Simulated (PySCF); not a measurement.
# SiFCl: relaxation and vibrations of the singlet

Aim: relax SiFCl as a singlet from a bent start, check by its vibrations whether the end is a minimum, and collect its spectrum and constants.

Program: PySCF 2.14.0. Level of theory: PBE0, basis Si def2-TZVP, F def2-TZVP, Cl def2-TZVP, no relativity, density fitting. These are calculated values, not measurements.

## (1) Starting geometry

3 atoms, charge 0, spin multiplicity 1.

Bond lengths: Si1–F2 1.800 Å, Si1–Cl3 2.150 Å. Angles: F2–Si1–Cl3 110.0°.

```xyz
3
charge 0 multiplicity 1
Si    0.0000    0.0000    0.0000
F    -1.4745    0.0000    1.0324
Cl    1.7612    0.0000    1.2332
```

## (2) First SCF at the start

One driver script runs all steps and calls PySCF; scf.py shows how it sets up the SCF of each step. The optimiser is the driver's own. After this first run the driver tries any further starts and a stability analysis.

The input, scf.py:

```python
from pyscf import gto, scf, dft
mol = gto.M(atom='''
Si     0.000000     0.000000     0.000000
F     -1.474500     0.000000     1.032400
Cl     1.761200     0.000000     1.233200''',
    basis={'Si': 'def2-TZVP', 'F': 'def2-TZVP', 'Cl': 'def2-TZVP'},
    charge=0, spin=0)
mf = dft.RKS(mol, xc='PBE0')
mf.grids.atom_grid = (50, 194)
aux = {'Si': 'def2-universal-JKFIT', 'F': 'def2-universal-JKFIT', 'Cl': 'def2-universal-JKFIT'}
mf = mf.density_fit(auxbasis=aux)
mf.conv_tol = 1e-08
mf.diis_space = 10
mf.max_cycle = 60
mf.init_guess = 'minao'
mf.verbose = 4
mf.kernel()
```

On the command line:

```console
$ OMP_NUM_THREADS=2 python axn.py task.json out
```

Standard output:

```text
init E= -849.209151685701
  HOMO = -0.278325472156325  LUMO = -0.106981934402576  gap/eV = 4.66250
cycle= 1 E= -849.199670746843  delta_E= 0.00948  |g|= 0.672  |ddm|= 1.39
  HOMO = -0.256606153736612  LUMO = -0.136936866074265  gap/eV = 3.25637
cycle= 2 E= -848.789064203266  delta_E= 0.411  |g|= 1.68  |ddm|= 1.24
  HOMO = -0.305147531247137  LUMO = -0.120448337481442  gap/eV = 5.02592
cycle= 3 E= -849.289554623979  delta_E= -0.5  |g|= 0.133  |ddm|= 0.773
  HOMO = -0.303856907866574  LUMO = -0.110871169851208  gap/eV = 5.25141
cycle= 4 E= -849.293074423908  delta_E= -0.00352  |g|= 0.0854  |ddm|= 0.185
  HOMO = -0.305508053058055  LUMO = -0.113225045896023  gap/eV = 5.23229
cycle= 5 E= -849.294708396087  delta_E= -0.00163  |g|= 0.0107  |ddm|= 0.0648
  HOMO = -0.304888862450504  LUMO = -0.112527075374686  gap/eV = 5.23443
cycle= 6 E= -849.294731784619  delta_E= -2.34e-05  |g|= 0.00272  |ddm|= 0.00787
  HOMO = -0.304997862586831  LUMO = -0.112644490601589  gap/eV = 5.23420
cycle= 7 E= -849.294733659829  delta_E= -1.88e-06  |g|= 0.000494  |ddm|= 0.002
  HOMO = -0.304956334122139  LUMO = -0.112598651537155  gap/eV = 5.23432
cycle= 8 E= -849.294733712975  delta_E= -5.31e-08  |g|= 0.000172  |ddm|= 0.000559
  HOMO = -0.30496815705343  LUMO = -0.112612572832582  gap/eV = 5.23426
cycle= 9 E= -849.294733718872  delta_E= -5.9e-09  |g|= 3.19e-05  |ddm|= 0.000136
  HOMO = -0.304965602262406  LUMO = -0.112612700223657  gap/eV = 5.23419
Extra cycle  E= -849.294733718642  delta_E= 2.31e-10  |g|= 5.08e-05  |ddm|= 5.37e-05
converged SCF energy = -849.294733718642
```

This step, with its further starts and checks, needed 7.6 s of wall time on 2 threads of Arm Neoverse V2, shared host.

The starts that the driver tried:

| start | energy (Eh) |
| --- | --- |
| the minimal-basis guess | -849.294734 |
| a thermally smeared density | -849.294734 |
| a smeared PBE density | -849.294734 |

No lower closed-shell solution turned up from the other starts or in the test of internal stability.

## (3) Relaxation: bent start, singlet

The program finds Cs symmetry in the start, which this walk keeps. Threshold on the gradient: 0.0003 Eh/bohr, with a further test on the energy change.

Changes to scf.py since step 2:

```diff
@@ -3,3 +3,3 @@
-Si     0.000000     0.000000     0.000000
-F     -1.474500     0.000000     1.032400
-Cl     1.761200     0.000000     1.233200''',
+Si    -0.409718     0.000000    -0.765613
+F     -1.884218     0.000000     0.266787
+Cl     1.351482     0.000000     0.467587''',
@@ -15 +14,0 @@
-mf.init_guess = 'minao'
```

Steps of the walk:

| step | energy (Eh) | change (kJ/mol) | largest symmetric gradient (Eh/bohr) |
| --- | --- | --- | --- |
| 0 | -849.294734 | 0.00 | 0.06214 |
| 1 | -849.313585 | -49.49 | 0.01420 |
| 2 | -849.314770 | -52.61 | 0.00681 |
| 3 | -849.315052 | -53.34 | 0.00106 |
| 4 | -849.315054 | -53.35 | 0.00108 |
| 5 | -849.315057 | -53.36 | 0.00004 |

The walk took 5.6 s.

It settles in Cs symmetry, 53.4 kJ/mol below the start, after 5 steps: Si–Cl 2.080 Å, Si–F 1.604 Å; Cl–Si–F 100.5°.

## (4) Is it a minimum? Harmonic modes

On the finer grid the gradient is checked again; gradients at displacements of ±0.02 bohr then give force constants and infrared intensities.

Changes to scf.py since step 3:

```diff
@@ -3,3 +3,3 @@
-Si    -0.409718     0.000000    -0.765613
-F     -1.884218     0.000000     0.266787
-Cl     1.351482     0.000000     0.467587''',
+Si    -0.423789     0.000000    -0.790065
+F     -1.621993     0.000000     0.275097
+Cl     1.221045     0.000000     0.482782''',
@@ -9 +9 @@
-mf.grids.atom_grid = (50, 194)
+mf.grids.atom_grid = (75, 302)
@@ -12 +12 @@
-mf.conv_tol = 1e-08
+mf.conv_tol = 1e-10
```

The driver hands on the density of the step before, so the log starts near convergence.

SCF at the final geometry:

```text
init E= -849.315002575445
  HOMO = -0.293185323891507  LUMO = -0.0928266911570148  gap/eV = 5.45204
cycle= 1 E= -849.315002575445  delta_E=    0  |g|= 2.68e-06  |ddm|= 3.08e-06
  HOMO = -0.293185604820692  LUMO = -0.0928270402756652  gap/eV = 5.45203
Extra cycle  E= -849.315002575443  delta_E= 1.14e-12  |g|= 3.78e-06  |ddm|= 3.87e-06
converged SCF energy = -849.315002575443
```

The whole step took 25 s.

Geometry: Cs; Si–Cl 2.080 Å, Si–F 1.603 Å; Cl–Si–F 100.6°.

Modes, for the most abundant isotopes:

| symmetry | ω (cm⁻¹) | IR (km/mol) | type |
| --- | --- | --- | --- |
| a' | 262 | 4.7 | bend |
| a' | 525 | 161 | stretch |
| a' | 858 | 143 | stretch |

No imaginary mode, so this is a minimum.

Properties at this point:

```
Dipole moment                                                   : 1.04 D
Highest occupied level                                          : -7.98 eV
Lowest empty level                                              : -2.53 eV
Rotational constants                                            : 0.7789, 0.1498, 0.1256 cm⁻¹
Zero-point energy                                               : 9.8 kJ/mol
Principal polarisabilities                                      : 32.0, 32.1, 50.6 bohr³
Atomisation energy without zero-point energy                    : 1029 kJ/mol
Principal traceless quadrupole moments about the centre of mass : -3.45, -0.13, 3.58 D Å
Entropy at 298.15 K and 1 bar                                   : 275.2 J/(mol K)
Heat capacity Cp at 298.15 K                                    : 47.9 J/(mol K)
Enthalpy at 298.15 K above 0 K                                  : 11.86 kJ/mol
Rotational symmetry number                                      : 1
```

Charges (e) and bond orders:

```
atom  Mulliken  Löwdin  polar tensor  Mayer order to Si1
 Si1      0.49   -0.16          1.09                   –
  F2     -0.26   -0.02         -0.55                1.12
 Cl3     -0.22    0.18         -0.55                1.21
```

Mulliken populations on Si1: s 5.84, p 7.26, d 0.34, f 0.07.

## (5) Would spin polarisation lower it?

At the lowest minimum the closed shell is tested against spin polarisation, on the (50, 194) grid. It is stable.

## (6) What came out

| quantity | value |
| --- | --- |
| minimum | singlet, Cs |
| geometry | Si–Cl 2.080 Å, Si–F 1.603 Å; Cl–Si–F 100.6° |
| wavenumbers (cm⁻¹) | 262 (a'), 525 (a'), 858 (a') |
| dipole moment | 1.04 D |
| highest occupied, lowest empty level | -7.98, -2.53 eV |
| polar-tensor charge of Si1 | +1.09 e |
| zero-point energy | 9.8 kJ/mol |
| entropy at 298.15 K | 275.2 J/(mol K) |
| atomisation energy (no zero-point energy) | 1029 kJ/mol |

What this shows: The bent start keeps its Cs symmetry and ends in a minimum. The strongest infrared band lies at 525 cm⁻¹ (a', stretch). Only this shape and spin were tried, so other structures or states may lie lower.

The search up to here needed 42 s of wall time on 2 threads of Arm Neoverse V2, shared host.
